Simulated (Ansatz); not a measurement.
Chalcopyrite ZnGeP2, treated with HSE06+SOC in Ansatz (plane waves, PAW).

Numerical settings: plane-wave cutoff 460 eV, 6×6×6 k mesh, Fermi–Dirac smearing 0.01 eV, PAW data made under PBE.

Cell (measured lattice):

ZnGeP2 is modelled in the tetragonal space group I-42d (No. 122), the chalcopyrite structure, Pearson symbol tI16. Cell: a = 5.4600 Å, b = 5.4600 Å, c = 10.7100 Å, α = 90.00°, β = 90.00°, γ = 90.00°. Zn on 4a is surrounded by 4 P at 2.356 Å (tetrahedral). Ge on 4b sees 4 P at 2.342 Å (tetrahedral). P on 8d has 2 Ge at 2.342 Å and 2 Zn at 2.356 Å (tetrahedral). (Neighbours: up to the widest gap in distance over summed covalent radii, below 1.35, at either atom; cation-cation and far metal-metal contacts left out.)
(The calculation used a cell of 8 atoms; values per cell refer to that cell.)

Task: Estimate the band gap and smallest direct gap on the k points sampled that the calculation returns.

Result: 
band gap: 1.84 eV (indirect)
smallest direct gap on the k points sampled: 1.98 eV

Measured, for comparison: band gap 2.05 eV (temperature not stated, no zero-point or thermal correction, pseudodirect, our sources range from 1.80 to 2.20; as tabulated in Rashkeev et al. (1999), arXiv:cond-mat/9809378).

Note: cell and atoms aren't relaxed at this level (pressure 0.5 GPa).

The computed numbers hold no vibrational or temperature effects.

Ansatz is a program for electronic structure.
